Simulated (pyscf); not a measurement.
This saddle point was located with ωB97X-D3(BJ)/def2-SVP in PySCF.

```xyz
6

O      0.1217    -0.4347    -1.6247
Zn     1.0954     0.3472    -0.1556
O      2.6093     1.0552     0.5425
H     -0.5577    -0.4165    -0.5014
H      0.3638    -1.2608    -2.0636
H     -0.6297    -0.0870     0.4317
```
Charge 0, spin multiplicity 2.

Surface: doublet, charge 0. Lowest wavenumbers (cm⁻¹): 1234i, 146, 166, 380, 547.

### Question
What reaction is this the transition state of?

### Answer
water (H₂O) + •O–ZnH <-> •O–Zn–OH + hydrogen (H₂), a four-centre exchange read from left to right: H–O, H–Zn broken and O–Zn, H–H formed. At ωB97M-D3(BJ)/def2-TZVP it lies +0.90 eV from the left side and +0.95 eV from the right (each side as separated species at their lowest minima found). On the reactant side the descent ends in an adduct with a O–Zn contact (not fully relaxed), 0.49 eV under the separated species and 1.33 eV under the saddle at ωB97X-D3(BJ)/def2-TZVP. What is counted as formed (O–Zn) is already present as a longer contact in the reactant adduct; forming that adduct is a step of its own. At the saddle there is also a short H–Zn contact that neither side keeps. •O–ZnH lies 1.64 eV over its isomer [HO–Zn]•, and others may lie lower still (electronic energy, ωB97M-D3(BJ)). This is the saddle that the search found; another between the same sides may lie lower. The term symbol of open-shell •O–ZnH was not checked; spin-orbit terms are left out. Elements up to Kr have no core potential and no relativistic terms here.
